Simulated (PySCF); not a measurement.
SiH₄: adding exact exchange

Base calculation in PySCF with density fitting and no spin–orbit coupling, PBE/def2-TZVP (no relativity): singlet, Td, Si–H 1.493 Å (×4); wavenumbers 873 (×3), 940 (×2), 2173, 2188 (×3) cm⁻¹; gap between the highest occupied and lowest empty levels 8.70 eV, polar-tensor charge of Si 0.85 e, atomisation energy (no zero-point energy) 1312 kJ/mol.

What changes on going to PBE0/def2-TZVP (no relativity)?

The point group stays the same. Changes: mean bond to Si -0.008 Å, highest wavenumber +57 cm⁻¹, lowest wavenumber +35 cm⁻¹, gap between the highest occupied and lowest empty levels +2.23 eV, polar-tensor charge of Si +0.06 e, atomisation energy (no zero-point energy) +7 kJ/mol. The new structure has Si–H 1.485 Å (×4), with wavenumbers 908 (×3), 969 (×2), 2235, 2245 (×3) cm⁻¹. Exact exchange shortens and stiffens the bonds and opens the gap, the usual pattern.

Each species is the lowest minimum found with this bonding; other isomers or fragments can lie lower.
